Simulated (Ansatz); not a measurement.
Abridged output of a molecular run in Ansatz:

```
Functional definition: HF
1178 factors; integrals over basis functions are off by at most 9.0e-4 eV
mean field evaluation 1: about -9540.8638 eV, gradient 4.1e1 eV
mean field evaluation 2: about -9541.1162 eV, gradient 4.1e1 eV
mean field evaluation 4: about -9544.2064 eV, gradient 3.8e0 eV
mean field evaluation 8: about -9544.2543 eV, gradient 3.7e-1 eV
mean field -9544.25468984 eV, -350.7448905235 hartree, gradient 2.3e-6 eV, S^2 0.000000; 0 other end points of the search recorded, 0 dependent functions left out
5 core orbitals not correlated: weight in the atoms' cores, before any rotation towards them, 1.000 or more for the frozen orbitals, at most 0.000 for the correlated occupied ones
reference -9544.25468984 eV, -350.7448905235 hartree; 15, 15 occupied and 163, 163 virtual orbitals, 1178 factors
second order -28.47832907 eV of doubles, -0.00000000 eV of singles
cycle   1  -28.01073283 eV  change    4.7e-1 eV  update   1.1e-1
cycle   2  -28.63264637 eV  change   -6.2e-1 eV  update   3.1e-2
cycle   3  -28.76832029 eV  change   -1.4e-1 eV  update   1.4e-2
cycle   4  -28.74960575 eV  change    1.9e-2 eV  update   2.9e-3
cycle   5  -28.74945287 eV  change    1.5e-4 eV  update   1.3e-3
cycle   6  -28.75057151 eV  change   -1.1e-3 eV  update   3.7e-4
cycle   7  -28.75033822 eV  change    2.3e-4 eV  update   1.5e-4
cycle   8  -28.75025292 eV  change    8.5e-5 eV  update   4.3e-5
cycle   9  -28.75026364 eV  change   -1.1e-5 eV  update   1.5e-5
perturbative correction -1.04939951 eV, -0.0385647207 hartree
Total energy: -9574.05435299 eV, -351.8400079454 hartree
```

Its atoms:

```xyz
7

F     0.8230   -0.3234    1.5394
C     0.2841   -0.4863    0.3333
F     0.8776   -1.5219   -0.2558
C    -0.2755    0.6107   -0.4161
O    -1.0605   -0.4306    0.2552
H    -0.3009    0.5607   -1.4995
H    -0.3479    1.5908    0.0434
```

Task: Which basis set was used?
A. def2-SVPD
B. def2-TZVPP
C. def2-QZVPP
D. cc-pV(Q+d)Z

Result: B. It gives 183 functions.

Task: Write the keys of the input that set method, charge and spin (a neutral closed shell needs none for the last two).

Result: 
```yaml
correlation: {method: ccsd_t}
```
